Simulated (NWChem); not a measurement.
Total energies of S

```xyz
1

S      0.0000     0.0000     0.0000
```
Charge 0, spin multiplicity 3.

Everything below was run with NWChem.

Basis set: 3-21G (13 functions).

```tsv
method	total energy (Ha)
UHF	-395.55134
UMP2	-395.57196
UB2PLYP	-395.99697
UPBE	-395.96281
UB3LYP	-396.16225
UM06-2X	-396.12297
```

Total energies of different functionals aren't comparable as a measure of quality: only differences taken within one method are. 

The correlated methods keep 5 core orbitals frozen. B3LYP has NWChem's definition, with VWN1-RPA local correlation. No SCF solution was tested for a lower state. Open-shell Hartree-Fock references start from PBE0 orbitals.
